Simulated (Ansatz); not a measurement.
# Phonon frequency of some elemental solids other than molecular ones, all diamond-structure

Method: r²SCANh in Ansatz (PAW). References are measured values at room or unstated temperature, uncorrected unless marked, so that the deviations hold thermal and zero-point effects besides the level's error. The table is a random draw of 6 from 10 values with such references.

Values in cm⁻¹.

| solid | reference | r²SCANh | deviation (%) |
|---|---|---|---|
| diamond-structure Si (L TA) | 114 | 119 | +4.4 |
| diamond-structure Ge (L TO) | 290 | 289 | -0.3 |
| diamond-structure Si (L LA) | 378 | 389 | +2.9 |
| diamond-structure Ge (L TA) | 63 | 66 | +4.8 |
| diamond-structure Si (L TO) | 490 | 500 | +2.0 |
| diamond-structure Ge (X TA) | 80 | 85 | +6.2 |

Over these 6 values the mean deviation is +3.3 %, the mean absolute deviation 3.4 % (median 3.6 %), and the worst case diamond-structure Ge (X TA) at +6.2 %; the value is above the reference in 5 of 6 cases. Over all 10, from unrounded values, the mean deviation is +2.7 % and the mean absolute deviation 3.0 % (median 2.6 %).

Differences are worked out from the printed values.

Each level is taken at its own relaxed cell. Ansatz's density-functional and Hartree–Fock values are scalar-relativistic unless marked +SOC, with PAW data made under PBE.

Not in this set, of the elemental solids other than molecular ones with a reference value in our tables and a result at some level: 25 for no value at r²SCANh (not run, a failed fit, an unstable or unbound cell, or a value held back for tests); 4 for a reference of another kind, counted apart. These can be a level's best or worst cases. Solids without a released value at any level aren't counted. Layered and molecular crystals are counted apart. The metals Ce to Yb are counted apart.

References as tabulated in Giannozzi et al., Phys. Rev. B (1991); Yang et al. (2021), arXiv:2106.07201.

Ansatz is a program for electronic structure.
